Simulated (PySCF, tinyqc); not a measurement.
Worked calculation (part 1 of 2): RHF in the sto-3g basis, for LiH, spin multiplicity 1. The lowest restricted solution is unstable here: a spin-polarised one lies 0.0034 hartree lower (PySCF). Computed by tinyqc, a small Python program that keeps every step (integrals from PySCF). Settings: charge = 0, multiplicity = 1, basis = sto-3g, energy threshold = 1e-09, iteration cap = 84, orthogonalisation = canonical, start = core, DIIS depth = 4, DIIS from iteration = 2, damping = 0.5, method = RHF. Command: `OMP_NUM_THREADS=1 python tinyqc.py 24183 24184 out.jsonl` (the two numbers bound the seeds that draw the settings). One thread of a shared host (Intel(R) Xeon(R) Processor @ 2.60GHz), about 0.07 s of CPU time with the checks. Later iterations appear only in the table of the cycle.

## One-electron integrals

Geometry (angstrom):
```
atom       x       y       z
Li    0.0000  0.0000  0.0000
H     0.0000  0.0000  2.1680
```

Basis sto-3g: exponents (1/bohr^2) and contraction coefficients of normalised primitives:
```
element  l (shell)  exponent  coefficient
Li           s (1)   16.1196       0.1543
Li           s (1)    2.9362       0.5353
Li           s (1)    0.7947       0.4446
Li           s (2)    0.6363      -0.1000
Li           s (2)    0.1479       0.3995
Li           s (2)    0.0481       0.7001
Li           p (3)    0.6363       0.1559
Li           p (3)    0.1479       0.6077
Li           p (3)    0.0481       0.3920
H            s (1)    3.4253       0.1543
H            s (1)    0.6239       0.5353
H            s (1)    0.1689       0.4446
```

Overlap, kinetic and nuclear-attraction integrals over the contracted functions; the nuclear repulsion is the sum of Za Zb / Rab.

nuclear repulsion = 0.732256 hartree

overlap S, order 1Li 1s, 1Li 2s, 1Li 2px, 1Li 2py, 1Li 2pz, 2H 1s:
$$\begin{pmatrix}
1.0000 & 0.2411 & 0.0000 & 0.0000 & 0.0000 & 0.0187 \\
0.2411 & 1.0000 & 0.0000 & 0.0000 & 0.0000 & 0.2617 \\
0.0000 & 0.0000 & 1.0000 & 0.0000 & 0.0000 & 0.0000 \\
0.0000 & 0.0000 & 0.0000 & 1.0000 & 0.0000 & 0.0000 \\
0.0000 & 0.0000 & 0.0000 & 0.0000 & 1.0000 & 0.3788 \\
0.0187 & 0.2617 & 0.0000 & 0.0000 & 0.3788 & 1.0000
\end{pmatrix}$$

kinetic energy T (hartree), order 1Li 1s, 1Li 2s, 1Li 2px, 1Li 2py, 1Li 2pz, 2H 1s:
$$\begin{pmatrix}
3.5768 & -0.0202 & 0.0000 & 0.0000 & 0.0000 & -0.0073 \\
-0.0202 & 0.1022 & 0.0000 & 0.0000 & 0.0000 & 0.0128 \\
0.0000 & 0.0000 & 0.3197 & 0.0000 & 0.0000 & 0.0000 \\
0.0000 & 0.0000 & 0.0000 & 0.3197 & 0.0000 & 0.0000 \\
0.0000 & 0.0000 & 0.0000 & 0.0000 & 0.3197 & 0.0541 \\
-0.0073 & 0.0128 & 0.0000 & 0.0000 & 0.0541 & 0.7600
\end{pmatrix}$$

nuclear attraction V (hartree), order 1Li 1s, 1Li 2s, 1Li 2px, 1Li 2py, 1Li 2pz, 2H 1s:
$$\begin{pmatrix}
-8.2270 & -1.0232 & 0.0000 & 0.0000 & -0.0088 & -0.0761 \\
-1.0232 & -1.4412 & 0.0000 & 0.0000 & -0.0896 & -0.4132 \\
0.0000 & 0.0000 & -1.4089 & 0.0000 & 0.0000 & 0.0000 \\
0.0000 & 0.0000 & 0.0000 & -1.4089 & 0.0000 & 0.0000 \\
-0.0088 & -0.0896 & 0.0000 & 0.0000 & -1.4769 & -0.6045 \\
-0.0761 & -0.4132 & 0.0000 & 0.0000 & -0.6045 & -1.9588
\end{pmatrix}$$

core Hamiltonian H = T + V (hartree), order 1Li 1s, 1Li 2s, 1Li 2px, 1Li 2py, 1Li 2pz, 2H 1s:
$$\begin{pmatrix}
-4.6502 & -1.0434 & 0.0000 & 0.0000 & -0.0088 & -0.0834 \\
-1.0434 & -1.3390 & 0.0000 & 0.0000 & -0.0896 & -0.4004 \\
0.0000 & 0.0000 & -1.0892 & 0.0000 & 0.0000 & 0.0000 \\
0.0000 & 0.0000 & 0.0000 & -1.0892 & 0.0000 & 0.0000 \\
-0.0088 & -0.0896 & 0.0000 & 0.0000 & -1.1572 & -0.5505 \\
-0.0834 & -0.4004 & 0.0000 & 0.0000 & -0.5505 & -1.1987
\end{pmatrix}$$

## Two-electron integrals

Functions are numbered as in S; the eight-fold symmetry (ij|kl) = (ji|kl) = (kl|ij) leaves the list below.

Two-electron integrals (ij|kl) in chemists' order, unique and non-zero (hartree):
```
(11|11) 1.6804     (21|11) 0.2654     (21|21) 0.0499     (22|11) 0.3977
(22|21) 0.0929     (22|22) 0.2906     (31|31) 0.0090     (32|31) 0.0138
(32|32) 0.0642     (33|11) 0.3966     (33|21) 0.0929     (33|22) 0.2905
(33|33) 0.3129     (41|41) 0.0090     (42|41) 0.0138     (42|42) 0.0642
(43|43) 0.0169     (44|11) 0.3966     (44|21) 0.0929     (44|22) 0.2905
(44|33) 0.2792     (44|44) 0.3129     (51|51) 0.0090     (52|51) 0.0138
(52|52) 0.0642     (53|53) 0.0169     (54|54) 0.0169     (55|11) 0.3966
(55|21) 0.0929     (55|22) 0.2905     (55|33) 0.2792     (55|44) 0.2792
(55|55) 0.3129     (61|11) 0.0196     (61|21) 0.0037     (61|22) 0.0071
(61|33) 0.0071     (61|44) 0.0071     (61|51) 4.89e-04   (61|52) 0.0010
(61|55) 0.0073     (61|61) 3.10e-04   (62|11) 0.0795     (62|21) 0.0189
(62|22) 0.0673     (62|33) 0.0634     (62|44) 0.0634     (62|51) 0.0029
(62|52) 0.0212     (62|55) 0.0751     (62|61) 0.0017     (62|62) 0.0311
(63|31) 0.0011     (63|32) 0.0061     (63|53) 0.0028     (63|63) 0.0016
(64|41) 0.0011     (64|42) 0.0061     (64|54) 0.0028     (64|64) 0.0016
(65|11) 0.1092     (65|21) 0.0262     (65|22) 0.0955     (65|33) 0.0889
(65|44) 0.0889     (65|51) 0.0045     (65|52) 0.0328     (65|55) 0.1086
(65|61) 0.0024     (65|62) 0.0473     (65|65) 0.0723     (66|11) 0.2440
(66|21) 0.0588     (66|22) 0.2305     (66|33) 0.2112     (66|44) 0.2112
(66|51) 0.0087     (66|52) 0.0833     (66|55) 0.2690     (66|61) 0.0054
(66|62) 0.1405     (66|65) 0.2190     (66|66) 0.7746
```

## Orthogonalisation

S = U s U^T; canonical form X = U s^(-1/2), so that X^T S X = 1. Each column of U has its largest component positive (the first on a tie).

eigenvalues of S: [0.5213, 0.8055, 1.0000, 1.0000, 1.1827, 1.4906]

X, order 1Li 1s, 1Li 2s, 1Li 2px, 1Li 2py, 1Li 2pz, 2H 1s:
$$\begin{pmatrix}
0.2940 & 0.7568 & 0.0000 & 0.0000 & 0.5994 & 0.2147 \\
-0.6557 & -0.5905 & 0.0000 & 0.0000 & 0.4714 & 0.3947 \\
0.0000 & 0.0000 & 0.9778 & 0.2094 & 0.0000 & 0.0000 \\
0.0000 & 0.0000 & -0.2094 & 0.9778 & 0.0000 & 0.0000 \\
-0.7348 & 0.5032 & 0.0000 & 0.0000 & -0.4629 & 0.4186 \\
0.9285 & -0.2584 & 0.0000 & 0.0000 & -0.2232 & 0.5420
\end{pmatrix}$$

Within a degenerate level the vectors are fixed only up to a rotation; this is one choice.

## Starting guess

The start is the orbitals of the core Hamiltonian; D = 2 C_occ C_occ^T.

D at the start, order 1Li 1s, 1Li 2s, 1Li 2px, 1Li 2py, 1Li 2pz, 2H 1s:
$$\begin{pmatrix}
2.0521 & -0.1747 & 0.0000 & 0.0000 & -0.1166 & -0.1049 \\
-0.1747 & 0.5276 & 0.0000 & 0.0000 & 0.4952 & 0.4835 \\
0.0000 & 0.0000 & 0.0000 & 0.0000 & 0.0000 & 0.0000 \\
0.0000 & 0.0000 & 0.0000 & 0.0000 & 0.0000 & 0.0000 \\
-0.1166 & 0.4952 & 0.0000 & 0.0000 & 0.4659 & 0.4551 \\
-0.1049 & 0.4835 & 0.0000 & 0.0000 & 0.4551 & 0.4446
\end{pmatrix}$$

## Iteration 1: building the Fock matrix

J_ij = sum D_kl (ij|kl), K_ij = sum D_kl (ik|jl); F = H + J - 0.5 K; E = tr D H + tr D J / 2 - 0.25 tr D K + E_nn.

Coulomb J (hartree), order 1Li 1s, 1Li 2s, 1Li 2px, 1Li 2py, 1Li 2pz, 2H 1s:
$$\begin{pmatrix}
4.0309 & 0.6870 & 0.0000 & 0.0000 & 0.0222 & 0.0531 \\
0.6870 & 1.3254 & 0.0000 & 0.0000 & 0.1476 & 0.3826 \\
0.0000 & 0.0000 & 1.2996 & 0.0000 & 0.0000 & 0.0000 \\
0.0000 & 0.0000 & 0.0000 & 1.2996 & 0.0000 & 0.0000 \\
0.0222 & 0.1476 & 0.0000 & 0.0000 & 1.3701 & 0.5557 \\
0.0531 & 0.3826 & 0.0000 & 0.0000 & 0.5557 & 1.4861
\end{pmatrix}$$

exchange K (hartree), order 1Li 1s, 1Li 2s, 1Li 2px, 1Li 2py, 1Li 2pz, 2H 1s:
$$\begin{pmatrix}
3.3863 & 0.5283 & 0.0000 & 0.0000 & 0.0136 & 0.0505 \\
0.5283 & 0.3476 & 0.0000 & 0.0000 & 0.2868 & 0.3506 \\
0.0000 & 0.0000 & 0.0643 & 0.0000 & 0.0000 & 0.0000 \\
0.0000 & 0.0000 & 0.0000 & 0.0643 & 0.0000 & 0.0000 \\
0.0136 & 0.2868 & 0.0000 & 0.0000 & 0.3550 & 0.4289 \\
0.0505 & 0.3506 & 0.0000 & 0.0000 & 0.4289 & 0.7748
\end{pmatrix}$$

Fock matrix F (hartree), order 1Li 1s, 1Li 2s, 1Li 2px, 1Li 2py, 1Li 2pz, 2H 1s:
$$\begin{pmatrix}
-2.3124 & -0.6206 & 0.0000 & 0.0000 & 0.0067 & -0.0555 \\
-0.6206 & -0.1873 & 0.0000 & 0.0000 & -0.0853 & -0.1931 \\
0.0000 & 0.0000 & 0.1782 & 0.0000 & 0.0000 & 0.0000 \\
0.0000 & 0.0000 & 0.0000 & 0.1782 & 0.0000 & 0.0000 \\
0.0067 & -0.0853 & 0.0000 & 0.0000 & 0.0354 & -0.2092 \\
-0.0555 & -0.1931 & 0.0000 & 0.0000 & -0.2092 & -0.1001
\end{pmatrix}$$

total energy of this density = -7.778301 hartree

This density is the starting one.

## Iteration 1: diagonalisation and new density

Diagonalise F' = X^T F X, C = X C', fill 2 alpha and 2 beta electrons from the bottom; D = 2 C_occ C_occ^T; the new density keeps 0.5 of the old one (damping). Each column has its largest component positive (the first on a tie).

F' = X^T F X (hartree):
$$\begin{pmatrix}
0.2969 & -0.2711 & 0.0000 & 0.0000 & -0.2434 & -0.1154 \\
-0.2711 & -0.7599 & 0.0000 & 0.0000 & -1.0420 & -0.3830 \\
0.0000 & 0.0000 & 0.1782 & 0.0000 & 0.0000 & 0.0000 \\
0.0000 & 0.0000 & 0.0000 & 0.1782 & 0.0000 & 0.0000 \\
-0.2434 & -1.0420 & 0.0000 & 0.0000 & -1.1746 & -0.5127 \\
-0.1154 & -0.3830 & 0.0000 & 0.0000 & -0.5127 & -0.4816
\end{pmatrix}$$

orbital energies (hartree): MO1 -2.3143, MO2 -0.2544, MO3 0.0860, MO4 0.1782, MO5 0.1782, MO6 0.3634

coefficients C, order 1Li 1s, 1Li 2s, 1Li 2px, 1Li 2py, 1Li 2pz, 2H 1s:
$$\begin{pmatrix}
0.9926 & -0.1374 & -0.2214 & 0.0000 & 0.0000 & 0.1070 \\
0.0290 & 0.4555 & 0.8388 & 0.0000 & 0.0000 & -0.4948 \\
0.0000 & 0.0000 & 0.0000 & 0.0254 & 0.9997 & 0.0000 \\
0.0000 & 0.0000 & 0.0000 & 0.9997 & -0.0254 & 0.0000 \\
-0.0019 & 0.3705 & -0.5519 & 0.0000 & 0.0000 & -0.8607 \\
0.0006 & 0.5989 & -0.1866 & 0.0000 & 0.0000 & 0.9375
\end{pmatrix}$$

D after iteration 1, order 1Li 1s, 1Li 2s, 1Li 2px, 1Li 2py, 1Li 2pz, 2H 1s:
$$\begin{pmatrix}
2.0302 & -0.1211 & 0.0000 & 0.0000 & -0.1111 & -0.1341 \\
-0.1211 & 0.4721 & 0.0000 & 0.0000 & 0.4163 & 0.5146 \\
0.0000 & 0.0000 & 0.0000 & 0.0000 & 0.0000 & 0.0000 \\
0.0000 & 0.0000 & 0.0000 & 0.0000 & 0.0000 & 0.0000 \\
-0.1111 & 0.4163 & 0.0000 & 0.0000 & 0.3702 & 0.4494 \\
-0.1341 & 0.5146 & 0.0000 & 0.0000 & 0.4494 & 0.5810
\end{pmatrix}$$

Within a degenerate level the vectors are fixed only up to a rotation; this is one choice.

## Iteration 2: building the Fock matrix

As before.

Coulomb J (hartree), order 1Li 1s, 1Li 2s, 1Li 2px, 1Li 2py, 1Li 2pz, 2H 1s:
$$\begin{pmatrix}
3.9983 & 0.6812 & 0.0000 & 0.0000 & 0.0214 & 0.0526 \\
0.6812 & 1.3169 & 0.0000 & 0.0000 & 0.1499 & 0.3891 \\
0.0000 & 0.0000 & 1.2893 & 0.0000 & 0.0000 & 0.0000 \\
0.0000 & 0.0000 & 0.0000 & 1.2893 & 0.0000 & 0.0000 \\
0.0214 & 0.1499 & 0.0000 & 0.0000 & 1.3650 & 0.5671 \\
0.0526 & 0.3891 & 0.0000 & 0.0000 & 0.5671 & 1.5470
\end{pmatrix}$$

exchange K (hartree), order 1Li 1s, 1Li 2s, 1Li 2px, 1Li 2py, 1Li 2pz, 2H 1s:
$$\begin{pmatrix}
3.3733 & 0.5386 & 0.0000 & 0.0000 & 0.0053 & 0.0467 \\
0.5386 & 0.3413 & 0.0000 & 0.0000 & 0.2680 & 0.3608 \\
0.0000 & 0.0000 & 0.0609 & 0.0000 & 0.0000 & 0.0000 \\
0.0000 & 0.0000 & 0.0000 & 0.0609 & 0.0000 & 0.0000 \\
0.0053 & 0.2680 & 0.0000 & 0.0000 & 0.3332 & 0.4407 \\
0.0467 & 0.3608 & 0.0000 & 0.0000 & 0.4407 & 0.8705
\end{pmatrix}$$

Fock matrix F (hartree), order 1Li 1s, 1Li 2s, 1Li 2px, 1Li 2py, 1Li 2pz, 2H 1s:
$$\begin{pmatrix}
-2.3386 & -0.6316 & 0.0000 & 0.0000 & 0.0100 & -0.0541 \\
-0.6316 & -0.1928 & 0.0000 & 0.0000 & -0.0737 & -0.1917 \\
0.0000 & 0.0000 & 0.1697 & 0.0000 & 0.0000 & 0.0000 \\
0.0000 & 0.0000 & 0.0000 & 0.1697 & 0.0000 & 0.0000 \\
0.0100 & -0.0737 & 0.0000 & 0.0000 & 0.0412 & -0.2037 \\
-0.0541 & -0.1917 & 0.0000 & 0.0000 & -0.2037 & -0.0869
\end{pmatrix}$$

total energy of this density = -7.793965 hartree

This density is a damped mixture and is not idempotent.

## Iteration 2: diagonalisation and new density

As before.

F' = X^T F X (hartree):
$$\begin{pmatrix}
0.3122 & -0.2732 & 0.0000 & 0.0000 & -0.2467 & -0.1168 \\
-0.2732 & -0.7705 & 0.0000 & 0.0000 & -1.0476 & -0.3868 \\
0.0000 & 0.0000 & 0.1697 & 0.0000 & 0.0000 & 0.0000 \\
0.0000 & 0.0000 & 0.0000 & 0.1697 & 0.0000 & 0.0000 \\
-0.2467 & -1.0476 & 0.0000 & 0.0000 & -1.1960 & -0.5241 \\
-0.1168 & -0.3868 & 0.0000 & 0.0000 & -0.5241 & -0.4728
\end{pmatrix}$$

orbital energies (hartree): MO1 -2.3407, MO2 -0.2426, MO3 0.0781, MO4 0.1697, MO5 0.1697, MO6 0.3782

coefficients C, order 1Li 1s, 1Li 2s, 1Li 2px, 1Li 2py, 1Li 2pz, 2H 1s:
$$\begin{pmatrix}
0.9921 & -0.1397 & -0.2202 & 0.0000 & 0.0000 & 0.1110 \\
0.0310 & 0.4656 & 0.8248 & 0.0000 & 0.0000 & -0.5086 \\
0.0000 & 0.0000 & 0.0000 & 0.8513 & -0.5247 & 0.0000 \\
0.0000 & 0.0000 & 0.0000 & 0.5247 & 0.8513 & 0.0000 \\
-0.0031 & 0.3614 & -0.5701 & 0.0000 & 0.0000 & -0.8526 \\
-0.0003 & 0.5983 & -0.1799 & 0.0000 & 0.0000 & 0.9393
\end{pmatrix}$$

D after iteration 2, order 1Li 1s, 1Li 2s, 1Li 2px, 1Li 2py, 1Li 2pz, 2H 1s:
$$\begin{pmatrix}
2.0188 & -0.0949 & 0.0000 & 0.0000 & -0.1092 & -0.1509 \\
-0.0949 & 0.4538 & 0.0000 & 0.0000 & 0.3763 & 0.5358 \\
0.0000 & 0.0000 & 0.0000 & 0.0000 & 0.0000 & 0.0000 \\
0.0000 & 0.0000 & 0.0000 & 0.0000 & 0.0000 & 0.0000 \\
-0.1092 & 0.3763 & 0.0000 & 0.0000 & 0.3158 & 0.4409 \\
-0.1509 & 0.5358 & 0.0000 & 0.0000 & 0.4409 & 0.6484
\end{pmatrix}$$

Within a degenerate level the vectors are fixed only up to a rotation; this is one choice.

## Iteration 3: building the Fock matrix

As before.

Coulomb J (hartree), order 1Li 1s, 1Li 2s, 1Li 2px, 1Li 2py, 1Li 2pz, 2H 1s:
$$\begin{pmatrix}
3.9816 & 0.6782 & 0.0000 & 0.0000 & 0.0210 & 0.0524 \\
0.6782 & 1.3126 & 0.0000 & 0.0000 & 0.1507 & 0.3921 \\
0.0000 & 0.0000 & 1.2843 & 0.0000 & 0.0000 & 0.0000 \\
0.0000 & 0.0000 & 0.0000 & 1.2843 & 0.0000 & 0.0000 \\
0.0210 & 0.1507 & 0.0000 & 0.0000 & 1.3622 & 0.5725 \\
0.0524 & 0.3921 & 0.0000 & 0.0000 & 0.5725 & 1.5762
\end{pmatrix}$$

exchange K (hartree), order 1Li 1s, 1Li 2s, 1Li 2px, 1Li 2py, 1Li 2pz, 2H 1s:
$$\begin{pmatrix}
3.3663 & 0.5441 & 0.0000 & 0.0000 & 0.0006 & 0.0446 \\
0.5441 & 0.3407 & 0.0000 & 0.0000 & 0.2583 & 0.3667 \\
0.0000 & 0.0000 & 0.0597 & 0.0000 & 0.0000 & 0.0000 \\
0.0000 & 0.0000 & 0.0000 & 0.0597 & 0.0000 & 0.0000 \\
0.0006 & 0.2583 & 0.0000 & 0.0000 & 0.3199 & 0.4447 \\
0.0446 & 0.3667 & 0.0000 & 0.0000 & 0.4447 & 0.9166
\end{pmatrix}$$

Fock matrix F (hartree), order 1Li 1s, 1Li 2s, 1Li 2px, 1Li 2py, 1Li 2pz, 2H 1s:
$$\begin{pmatrix}
-2.3518 & -0.6373 & 0.0000 & 0.0000 & 0.0119 & -0.0533 \\
-0.6373 & -0.1967 & 0.0000 & 0.0000 & -0.0680 & -0.1916 \\
0.0000 & 0.0000 & 0.1653 & 0.0000 & 0.0000 & 0.0000 \\
0.0000 & 0.0000 & 0.0000 & 0.1653 & 0.0000 & 0.0000 \\
0.0119 & -0.0680 & 0.0000 & 0.0000 & 0.0451 & -0.2004 \\
-0.0533 & -0.1916 & 0.0000 & 0.0000 & -0.2004 & -0.0809
\end{pmatrix}$$

total energy of this density = -7.802308 hartree

This density is a damped mixture and is not idempotent.

## Iteration 3: DIIS over 2 matrices

error matrix X^T (FDS - SDF) X:
$$\begin{pmatrix}
0.0000 & 0.0218 & 0.0000 & 0.0000 & 0.0331 & -0.0294 \\
-0.0218 & 0.0000 & 0.0000 & 0.0000 & 0.0487 & 0.0287 \\
0.0000 & 0.0000 & 0.0000 & 0.0000 & 0.0000 & 0.0000 \\
0.0000 & 0.0000 & 0.0000 & 0.0000 & 0.0000 & 0.0000 \\
-0.0331 & -0.0487 & 0.0000 & 0.0000 & 0.0000 & -0.0251 \\
0.0294 & -0.0287 & 0.0000 & 0.0000 & 0.0251 & 0.0000
\end{pmatrix}$$

B (overlaps of the stored error matrices):
$$\begin{pmatrix}
4.1306650e-02 & 2.2677220e-02 \\
2.2677220e-02 & 1.2531099e-02
\end{pmatrix}$$

Minimise |sum c_i e_i|^2 with sum c_i = 1: solve [B -1; -1 0][c; lambda] = [0; -1] with B_ij = tr e_i^T e_j, and take F = sum c_i F_i.

DIIS coefficients: [-1.1960, 2.1960]

extrapolated F (hartree), order 1Li 1s, 1Li 2s, 1Li 2px, 1Li 2py, 1Li 2pz, 2H 1s:
$$\begin{pmatrix}
-2.3675 & -0.6441 & 0.0000 & 0.0000 & 0.0142 & -0.0523 \\
-0.6441 & -0.2015 & 0.0000 & 0.0000 & -0.0611 & -0.1915 \\
0.0000 & 0.0000 & 0.1601 & 0.0000 & 0.0000 & 0.0000 \\
0.0000 & 0.0000 & 0.0000 & 0.1601 & 0.0000 & 0.0000 \\
0.0142 & -0.0611 & 0.0000 & 0.0000 & 0.0498 & -0.1963 \\
-0.0523 & -0.1915 & 0.0000 & 0.0000 & -0.1963 & -0.0736
\end{pmatrix}$$

## Iteration 3: diagonalisation and new density

As before.

F' = X^T F X (hartree):
$$\begin{pmatrix}
0.3280 & -0.2754 & 0.0000 & 0.0000 & -0.2497 & -0.1187 \\
-0.2754 & -0.7828 & 0.0000 & 0.0000 & -1.0539 & -0.3888 \\
0.0000 & 0.0000 & 0.1601 & 0.0000 & 0.0000 & 0.0000 \\
0.0000 & 0.0000 & 0.0000 & 0.1601 & 0.0000 & 0.0000 \\
-0.2497 & -1.0539 & 0.0000 & 0.0000 & -1.2197 & -0.5381 \\
-0.1187 & -0.3888 & 0.0000 & 0.0000 & -0.5381 & -0.4635
\end{pmatrix}$$

orbital energies (hartree): MO1 -2.3700, MO2 -0.2310, MO3 0.0695, MO4 0.1601, MO5 0.1601, MO6 0.3936

coefficients C, order 1Li 1s, 1Li 2s, 1Li 2px, 1Li 2py, 1Li 2pz, 2H 1s:
$$\begin{pmatrix}
0.9915 & -0.1444 & -0.2181 & 0.0000 & 0.0000 & 0.1146 \\
0.0333 & 0.4841 & 0.8065 & 0.0000 & 0.0000 & -0.5203 \\
0.0000 & 0.0000 & 0.0000 & 0.9433 & -0.3319 & 0.0000 \\
0.0000 & 0.0000 & 0.0000 & 0.3319 & 0.9433 & 0.0000 \\
-0.0046 & 0.3441 & -0.5893 & 0.0000 & 0.0000 & -0.8467 \\
-0.0014 & 0.5970 & -0.1831 & 0.0000 & 0.0000 & 0.9394
\end{pmatrix}$$

D after iteration 3, order 1Li 1s, 1Li 2s, 1Li 2px, 1Li 2py, 1Li 2pz, 2H 1s:
$$\begin{pmatrix}
2.0133 & -0.0843 & 0.0000 & 0.0000 & -0.1088 & -0.1631 \\
-0.0843 & 0.4623 & 0.0000 & 0.0000 & 0.3546 & 0.5569 \\
0.0000 & 0.0000 & 0.0000 & 0.0000 & 0.0000 & 0.0000 \\
0.0000 & 0.0000 & 0.0000 & 0.0000 & 0.0000 & 0.0000 \\
-0.1088 & 0.3546 & 0.0000 & 0.0000 & 0.2763 & 0.4259 \\
-0.1631 & 0.5569 & 0.0000 & 0.0000 & 0.4259 & 0.6807
\end{pmatrix}$$

Within a degenerate level the vectors are fixed only up to a rotation; this is one choice.

## Iteration 27 (converged): orbitals

converged F (hartree), order 1Li 1s, 1Li 2s, 1Li 2px, 1Li 2py, 1Li 2pz, 2H 1s:
$$\begin{pmatrix}
-2.3644 & -0.6427 & 0.0000 & 0.0000 & 0.0140 & -0.0518 \\
-0.6427 & -0.2090 & 0.0000 & 0.0000 & -0.0629 & -0.1961 \\
0.0000 & 0.0000 & 0.1604 & 0.0000 & 0.0000 & 0.0000 \\
0.0000 & 0.0000 & 0.0000 & 0.1604 & 0.0000 & 0.0000 \\
0.0140 & -0.0629 & 0.0000 & 0.0000 & 0.0570 & -0.1923 \\
-0.0518 & -0.1961 & 0.0000 & 0.0000 & -0.1923 & -0.0788
\end{pmatrix}$$

Diagonalise F' = X^T F X, C = X C', fill 2 alpha and 2 beta electrons from the bottom; D = 2 C_occ C_occ^T. Each column has its largest component positive (the first on a tie).

F' = X^T F X (hartree):
$$\begin{pmatrix}
0.3226 & -0.2754 & 0.0000 & 0.0000 & -0.2469 & -0.1203 \\
-0.2754 & -0.7850 & 0.0000 & 0.0000 & -1.0534 & -0.3812 \\
0.0000 & 0.0000 & 0.1604 & 0.0000 & 0.0000 & 0.0000 \\
0.0000 & 0.0000 & 0.0000 & 0.1604 & 0.0000 & 0.0000 \\
-0.2469 & -1.0534 & 0.0000 & 0.0000 & -1.2157 & -0.5415 \\
-0.1203 & -0.3812 & 0.0000 & 0.0000 & -0.5415 & -0.4651
\end{pmatrix}$$

orbital energies (hartree): MO1 -2.3668, MO2 -0.2357, MO3 0.0707, MO4 0.1604, MO5 0.1604, MO6 0.3887

coefficients C, order 1Li 1s, 1Li 2s, 1Li 2px, 1Li 2py, 1Li 2pz, 2H 1s:
$$\begin{pmatrix}
0.9915 & -0.1490 & -0.2154 & 0.0000 & 0.0000 & 0.1135 \\
0.0333 & 0.5010 & 0.7992 & 0.0000 & 0.0000 & -0.5155 \\
0.0000 & 0.0000 & 0.0000 & 0.6970 & 0.7170 & 0.0000 \\
0.0000 & 0.0000 & 0.0000 & 0.7170 & -0.6970 & 0.0000 \\
-0.0044 & 0.3250 & -0.5897 & 0.0000 & 0.0000 & -0.8540 \\
-0.0016 & 0.5973 & -0.2065 & 0.0000 & 0.0000 & 0.9344
\end{pmatrix}$$

D after iteration 27, order 1Li 1s, 1Li 2s, 1Li 2px, 1Li 2py, 1Li 2pz, 2H 1s:
$$\begin{pmatrix}
2.0105 & -0.0834 & 0.0000 & 0.0000 & -0.1056 & -0.1812 \\
-0.0834 & 0.5042 & 0.0000 & 0.0000 & 0.3253 & 0.5984 \\
0.0000 & 0.0000 & 0.0000 & 0.0000 & 0.0000 & 0.0000 \\
0.0000 & 0.0000 & 0.0000 & 0.0000 & 0.0000 & 0.0000 \\
-0.1056 & 0.3253 & 0.0000 & 0.0000 & 0.2112 & 0.3882 \\
-0.1812 & 0.5984 & 0.0000 & 0.0000 & 0.3882 & 0.7136
\end{pmatrix}$$

Within a degenerate level the vectors are fixed only up to a rotation; this is one choice.
